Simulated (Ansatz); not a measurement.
Ansatz (an electronic-structure program) input (B3LYP-D3(BJ)/def2-TZVP):

Ansatz 0.2 input:
```yaml
crystal:
  periodic: [false, false, false]
  atoms:
    - {symbol: C, position_ang: [-0.00226556, 0.74468015, -0.37592749]}
    - {symbol: O, position_ang: [0.04576652, 0.09443684, 0.82068210]}
    - {symbol: C, position_ang: [0.04828699, -0.69904179, -0.41916867]}
    - {symbol: H, position_ang: [-0.78219807, 1.46229338, -0.61082909]}
    - {symbol: H, position_ang: [-0.84845617, -1.29597784, -0.55285518]}
    - {symbol: H, position_ang: [0.98839347, -1.19564042, -0.63119565]}
basis:
  gaussian:
    orbitals: def2-TZVP
hamiltonian:
  xc: b3lyp
  dispersion: d3bj
magnetization: {spin_polarized: true, initial_magnetization: 1}
phonons: {temperatures: {t_min: 298.15, t_max: 298.15, t_step: 100}}
```

Output:

```
Functional definition: B3LYP
integrals: 0.02 GiB planned
643 factors; their error is unknown
mean field: 0.36 GiB planned
mean field evaluation 1: about -4164.6177 eV, gradient 2.9e1 eV
mean field evaluation 2: about -4163.2975 eV, gradient 3.5e1 eV
mean field evaluation 4: about -4168.2208 eV, gradient 2.5e0 eV
mean field evaluation 8: about -4168.2424 eV, gradient 6.7e-2 eV
mean field evaluation 16: about -4168.2335 eV, gradient 3.2e-5 eV
mean field -4168.23346705 eV, -153.1797545838 hartree, gradient 3.2e-5 eV, S^2 0.753132; 0 other end points of the search recorded, 0 dependent functions left out
the calculation of the forces begins
reference -4168.23367012 eV, -153.1797620466 hartree; 12, 11 occupied and 99, 100 virtual orbitals, 643 factors
these checks for a lower state are left out or cut short: stability, starts, cluster_reference, orbital_swaps, neighbouring_geometries, increment
integrals: 0.02 GiB planned
643 factors; their error is unknown
mean field: 0.36 GiB planned
mean field -4168.23338786 eV, -153.1797516736 hartree, gradient 1.8e-6 eV, S^2 0.753127; 0 other end points of the search recorded, 0 dependent functions left out
the calculation of the forces begins
reference -4168.23359098 eV, -153.1797591383 hartree; 12, 11 occupied and 99, 100 virtual orbitals, 643 factors
these checks for a lower state are left out or cut short: stability, starts, cluster_reference, orbital_swaps, neighbouring_geometries, increment
integrals: 0.02 GiB planned
643 factors; their error is unknown
mean field: 0.36 GiB planned
mean field -4168.23338228 eV, -153.1797514686 hartree, gradient 1.8e-6 eV, S^2 0.753136; 0 other end points of the search recorded, 0 dependent functions left out
the calculation of the forces begins
reference -4168.23358530 eV, -153.1797589297 hartree; 12, 11 occupied and 99, 100 virtual orbitals, 643 factors
these checks for a lower state are left out or cut short: stability, starts, cluster_reference, orbital_swaps, neighbouring_geometries, increment
integrals: 0.02 GiB planned
643 factors; their error is unknown
mean field: 0.36 GiB planned
mean field evaluation 32: about -4168.2429 eV, gradient 3.7e-1 eV
mean field -4168.23329055 eV, -153.1797480979 hartree, gradient 1.8e-6 eV, S^2 0.753138; 0 other end points of the search recorded, 0 dependent functions left out
the calculation of the forces begins
reference -4168.23349357 eV, -153.1797555584 hartree; 12, 11 occupied and 99, 100 virtual orbitals, 643 factors
these checks for a lower state are left out or cut short: stability, starts, cluster_reference, orbital_swaps, neighbouring_geometries, increment
integrals: 0.02 GiB planned
643 factors; their error is unknown
mean field: 0.36 GiB planned
mean field -4168.23327656 eV, -153.1797475837 hartree, gradient 1.8e-6 eV, S^2 0.753125; 0 other end points of the search recorded, 0 dependent functions left out
the calculation of the forces begins
reference -4168.23347970 eV, -153.1797550488 hartree; 12, 11 occupied and 99, 100 virtual orbitals, 643 factors
these checks for a lower state are left out or cut short: stability, starts, cluster_reference, orbital_swaps, neighbouring_geometries, increment
integrals: 0.02 GiB planned
643 factors; their error is unknown
mean field: 0.36 GiB planned
mean field -4168.23337465 eV, -153.1797511882 hartree, gradient 1.8e-6 eV, S^2 0.753127; 0 other end points of the search recorded, 0 dependent functions left out
the calculation of the forces begins
reference -4168.23357776 eV, -153.1797586527 hartree; 12, 11 occupied and 99, 100 virtual orbitals, 643 factors
these checks for a lower state are left out or cut short: stability, starts, cluster_reference, orbital_swaps, neighbouring_geometries, increment
integrals: 0.02 GiB planned
[...]
mean field -4168.23339996 eV, -153.1797521183 hartree, gradient 1.8e-6 eV, S^2 0.753132; 0 other end points of the search recorded, 0 dependent functions left out
the calculation of the forces begins
reference -4168.23360295 eV, -153.1797595783 hartree; 12, 11 occupied and 99, 100 virtual orbitals, 643 factors
these checks for a lower state are left out or cut short: stability, starts, cluster_reference, orbital_swaps, neighbouring_geometries, increment
integrals: 0.02 GiB planned
643 factors; their error is unknown
mean field: 0.36 GiB planned
mean field -4168.23344810 eV, -153.1797538874 hartree, gradient 1.8e-6 eV, S^2 0.753131; 0 other end points of the search recorded, 0 dependent functions left out
the calculation of the forces begins
reference -4168.23365112 eV, -153.1797613485 hartree; 12, 11 occupied and 99, 100 virtual orbitals, 643 factors
these checks for a lower state are left out or cut short: stability, starts, cluster_reference, orbital_swaps, neighbouring_geometries, increment
integrals: 0.02 GiB planned
643 factors; their error is unknown
mean field: 0.36 GiB planned
mean field -4168.23345374 eV, -153.1797540950 hartree, gradient 1.8e-6 eV, S^2 0.753132; 0 other end points of the search recorded, 0 dependent functions left out
the calculation of the forces begins
reference -4168.23365687 eV, -153.1797615596 hartree; 12, 11 occupied and 99, 100 virtual orbitals, 643 factors
these checks for a lower state are left out or cut short: stability, starts, cluster_reference, orbital_swaps, neighbouring_geometries, increment
integrals: 0.02 GiB planned
643 factors; their error is unknown
mean field: 0.36 GiB planned
mean field evaluation 192: about -4168.2334 eV, gradient 1.8e-6 eV
mean field -4168.23338526 eV, -153.1797515782 hartree, gradient 1.8e-6 eV, S^2 0.753131; 0 other end points of the search recorded, 0 dependent functions left out
the calculation of the forces begins
reference -4168.23358828 eV, -153.1797590391 hartree; 12, 11 occupied and 99, 100 virtual orbitals, 643 factors
these checks for a lower state are left out or cut short: stability, starts, cluster_reference, orbital_swaps, neighbouring_geometries, increment
integrals: 0.02 GiB planned
643 factors; their error is unknown
mean field: 0.36 GiB planned
mean field -4168.23339233 eV, -153.1797518382 hartree, gradient 1.8e-6 eV, S^2 0.753132; 0 other end points of the search recorded, 0 dependent functions left out
the calculation of the forces begins
reference -4168.23359546 eV, -153.1797593029 hartree; 12, 11 occupied and 99, 100 virtual orbitals, 643 factors
these checks for a lower state are left out or cut short: stability, starts, cluster_reference, orbital_swaps, neighbouring_geometries, increment
integrals: 0.02 GiB planned
643 factors; their error is unknown
mean field: 0.36 GiB planned
mean field -4168.23341189 eV, -153.1797525570 hartree, gradient 1.8e-6 eV, S^2 0.753130; 0 other end points of the search recorded, 0 dependent functions left out
the calculation of the forces begins
reference -4168.23361491 eV, -153.1797600179 hartree; 12, 11 occupied and 99, 100 virtual orbitals, 643 factors
these checks for a lower state are left out or cut short: stability, starts, cluster_reference, orbital_swaps, neighbouring_geometries, increment
integrals: 0.02 GiB planned
643 factors; their error is unknown
mean field: 0.36 GiB planned
mean field -4168.23343837 eV, -153.1797535302 hartree, gradient 1.8e-6 eV, S^2 0.753133; 0 other end points of the search recorded, 0 dependent functions left out
the calculation of the forces begins
reference -4168.23364150 eV, -153.1797609949 hartree; 12, 11 occupied and 99, 100 virtual orbitals, 643 factors
these checks for a lower state are left out or cut short: stability, starts, cluster_reference, orbital_swaps, neighbouring_geometries, increment
integrals: 0.02 GiB planned
643 factors; their error is unknown
mean field: 0.36 GiB planned
mean field -4168.23345186 eV, -153.1797540259 hartree, gradient 1.8e-6 eV, S^2 0.753132; 0 other end points of the search recorded, 0 dependent functions left out
the calculation of the forces begins
reference -4168.23365491 eV, -153.1797614878 hartree; 12, 11 occupied and 99, 100 virtual orbitals, 643 factors
these checks for a lower state are left out or cut short: stability, starts, cluster_reference, orbital_swaps, neighbouring_geometries, increment
integrals: 0.02 GiB planned
643 factors; their error is unknown
mean field: 0.36 GiB planned
mean field evaluation 224: about -4168.2335 eV, gradient 2.4e-4 eV
mean field -4168.23345488 eV, -153.1797541369 hartree, gradient 1.8e-6 eV, S^2 0.753131; 0 other end points of the search recorded, 0 dependent functions left out
the calculation of the forces begins
reference -4168.23365798 eV, -153.1797616006 hartree; 12, 11 occupied and 99, 100 virtual orbitals, 643 factors
these checks for a lower state are left out or cut short: stability, starts, cluster_reference, orbital_swaps, neighbouring_geometries, increment
integrals: 0.02 GiB planned
643 factors; their error is unknown
mean field: 0.36 GiB planned
mean field -4168.23338715 eV, -153.1797516477 hartree, gradient 1.8e-6 eV, S^2 0.753132; 0 other end points of the search recorded, 0 dependent functions left out
the calculation of the forces begins
reference -4168.23359030 eV, -153.1797591132 hartree; 12, 11 occupied and 99, 100 virtual orbitals, 643 factors
these checks for a lower state are left out or cut short: stability, starts, cluster_reference, orbital_swaps, neighbouring_geometries, increment
integrals: 0.02 GiB planned
643 factors; their error is unknown
mean field: 0.36 GiB planned
mean field -4168.23337631 eV, -153.1797512495 hartree, gradient 1.8e-6 eV, S^2 0.753131; 0 other end points of the search recorded, 0 dependent functions left out
the calculation of the forces begins
reference -4168.23357932 eV, -153.1797587097 hartree; 12, 11 occupied and 99, 100 virtual orbitals, 643 factors
these checks for a lower state are left out or cut short: stability, starts, cluster_reference, orbital_swaps, neighbouring_geometries, increment
integrals: 0.02 GiB planned
643 factors; their error is unknown
mean field: 0.36 GiB planned
mean field -4168.23342543 eV, -153.1797530546 hartree, gradient 1.8e-6 eV, S^2 0.753130; 0 other end points of the search recorded, 0 dependent functions left out
the calculation of the forces begins
reference -4168.23362844 eV, -153.1797605150 hartree; 12, 11 occupied and 99, 100 virtual orbitals, 643 factors
these checks for a lower state are left out or cut short: stability, starts, cluster_reference, orbital_swaps, neighbouring_geometries, increment
integrals: 0.02 GiB planned
643 factors; their error is unknown
mean field: 0.36 GiB planned
mean field -4168.23344012 eV, -153.1797535945 hartree, gradient 1.8e-6 eV, S^2 0.753133; 0 other end points of the search recorded, 0 dependent functions left out
the calculation of the forces begins
reference -4168.23364327 eV, -153.1797610598 hartree; 12, 11 occupied and 99, 100 virtual orbitals, 643 factors
these checks for a lower state are left out or cut short: stability, starts, cluster_reference, orbital_swaps, neighbouring_geometries, increment
integrals: 0.02 GiB planned
643 factors; their error is unknown
mean field: 0.36 GiB planned
mean field evaluation 256: about -4168.2432 eV, gradient 3.4e-1 eV
mean field -4168.23344780 eV, -153.1797538765 hartree, gradient 1.8e-6 eV, S^2 0.753132; 0 other end points of the search recorded, 0 dependent functions left out
the calculation of the forces begins
reference -4168.23365084 eV, -153.1797613380 hartree; 12, 11 occupied and 99, 100 virtual orbitals, 643 factors
these checks for a lower state are left out or cut short: stability, starts, cluster_reference, orbital_swaps, neighbouring_geometries, increment
integrals: 0.02 GiB planned
643 factors; their error is unknown
mean field: 0.36 GiB planned
mean field -4168.23345468 eV, -153.1797541294 hartree, gradient 1.8e-6 eV, S^2 0.753131; 0 other end points of the search recorded, 0 dependent functions left out
the calculation of the forces begins
reference -4168.23365779 eV, -153.1797615934 hartree; 12, 11 occupied and 99, 100 virtual orbitals, 643 factors
Total energy: -4168.34867828 eV, -153.1839885186 hartree
Atom 0 at    -0.002266     0.744680    -0.375927 Å, force     0.001460    -0.000617     0.000427 eV/Å
Atom 1 at     0.045767     0.094437     0.820682 Å, force    -0.000408     0.000060    -0.000026 eV/Å
Atom 2 at     0.048287    -0.699042    -0.419169 Å, force    -0.000411     0.001115     0.000290 eV/Å
Atom 3 at    -0.782198     1.462293    -0.610829 Å, force    -0.000216     0.000140    -0.000321 eV/Å
Atom 4 at    -0.848456    -1.295978    -0.552855 Å, force    -0.000122    -0.001243     0.000120 eV/Å
Atom 5 at     0.988393    -1.195640    -0.631196 Å, force    -0.000302     0.000545    -0.000489 eV/Å
Dipole moment:    -0.142053    -0.145901    -0.293632 e Å
Vibrations: 776.59 799.47 941.02 1042.86 1074.48 1129.74 1184.69 1353.44 1523.53 3097.03 3135.32 3187.18 cm⁻¹, zero-point energy 1.193060 eV
```

It need not be the lowest isomer of its formula.
